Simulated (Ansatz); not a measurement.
One change: `C=CC(=C)N` becomes `C=C(N)Cl`.

Ansatz, PBE0-D4/def2-TZVP geometries, multiplicity 1. Each molecule was computed in one conformer, which needn't be the lowest.

| property | `C=CC(=C)N` |
| --- | --- |
| HOMO energy (B3LYP/def2-TZVPP) / eV | -5.88 |
| size of the dipole moment (PBE/def2-TZVPP) / D | 1.26 |
| LUMO energy (PBE/def2-TZVPP) / eV | -1.57 |
| HOMO energy (PBE/def2-TZVPP) / eV | -5.02 |
| HOMO–LUMO gap (PBE0/def2-TZVPP) / eV | 5.42 |
| HOMO–LUMO gap (PBE/def2-TZVPP) / eV | 3.45 |

(1) Give the same properties after the change, and the shifts. (An estimate is asked.)

Results:

(1) Ansatz gave: 
```tsv
property	`C=C(N)Cl`	shift
HOMO energy (B3LYP/def2-TZVPP) / eV	-6.21	-0.33
size of the dipole moment (PBE/def2-TZVPP) / D	2.11	0.85
LUMO energy (PBE/def2-TZVPP) / eV	-0.42	1.15
HOMO energy (PBE/def2-TZVPP) / eV	-5.24	-0.22
HOMO–LUMO gap (PBE0/def2-TZVPP) / eV	6.96	1.54
HOMO–LUMO gap (PBE/def2-TZVPP) / eV	4.82	1.37
```

With PBE0 the HOMO falls by 0.34 eV and the LUMO rises by 1.20 eV, so the gap widens by about 1.54 eV. PBE moves the HOMO by -0.22 eV and ωB97M-V by -0.42 eV. The zero-point energy changes by -112.6 kJ/mol with -12 modes. Dipoles are sizes alone; their direction can turn.

B3LYP here is the variant with VWN-RPA as its local correlation; programs differ in this.
